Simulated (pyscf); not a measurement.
A first-order saddle from PySCF, ωB97X-D3(BJ)/def2-SVP:

```
C
H 1 1.0991
H 1 1.0992 2 112.03
H 1 1.1054 2 106.75 3 116.45
H 1 1.3264 2 120.77 4 91.77
B 5 1.3742 1 89.07 2 74.79
O 6 1.2804 5 62.91 1 179.64
O 6 1.3547 7 141.30 5 -179.56
H 8 0.9606 6 116.12 7 -179.97
```
Charge 0, spin multiplicity 1.

Surface: singlet, charge 0. Lowest wavenumbers (cm⁻¹): 1559i, 231, 289, 334, 371.

Problem. Which two sides does it connect, and which bonds change?

Solution. O=B–OH (SMILES O=BO) + CH₄ (SMILES C) <-> H₃C–B(OH)–OH (SMILES CB(O)O), an addition across a multiple bond or ene-type step read from left to right: C–H broken and B–C, H–O formed. At CCSD(T)/def2-TZVPP + ΔMP2(QZVPP) it lies +1.99 eV from the left side and +3.07 eV from the right (each side as separated species at their lowest minima found). On the product side the descent ends in a point that may be a rotor saddle (no frequency run), 0.09 eV over the lowest minimum found and 2.96 eV under the saddle at ωB97X-D3(BJ)/def2-TZVP. This is the saddle that the search found; another between the same sides may lie lower. The CCSD(T) − MP2 part came from Ansatz, without density fitting, on the same reference.
